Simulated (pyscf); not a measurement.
Single points on ωB97X-D3(BJ)/def2-SVP structures (PySCF, gas phase). Correlated levels are frozen-core, on RHF or UHF. ΔMP2 is the change of the MP2 total energy from the triple- to the quadruple-zeta basis.

### Question
PBE/def2-TZVP puts the barrier of CH₄ + F–ZnH -> H₃C–ZnH + HF (four-centre exchange; singlet surface; C–H, F–Zn broken, C–Zn, F–H formed) at 31.3 kcal/mol and the reaction energy at +26.4 kcal/mol, from the separated reactants. What do PBE0-D3(BJ)/def2-TZVP, M06-2X/def2-TZVP, CCSD(T)/def2-TZVPP + ΔMP2(QZVPP) give on the same structures?

### Answer
PBE0-D3(BJ): ΔE‡ = 31.5 kcal/mol, ΔE = +25.4 kcal/mol; M06-2X: ΔE‡ = 32.0 kcal/mol, ΔE = +27.1 kcal/mol; CCSD(T): ΔE‡ = 33.1 kcal/mol, ΔE = +24.3 kcal/mol. PBE's barrier matches one of them and lies within 1.7 kcal/mol of the others. Its reaction energy lies among theirs. One saddle was located; it need not be the lowest between these sides. The CCSD(T) − MP2 part came from Ansatz, without density fitting, on the same reference. The frozen core leaves the outer d or s,p core shells of the metals and heavy elements correlated in the MP2 and CC values, and def2-TZVPP describes them poorly, which can shift differences by a few kcal/mol. Elements up to Kr have no core potential and no relativistic terms here.
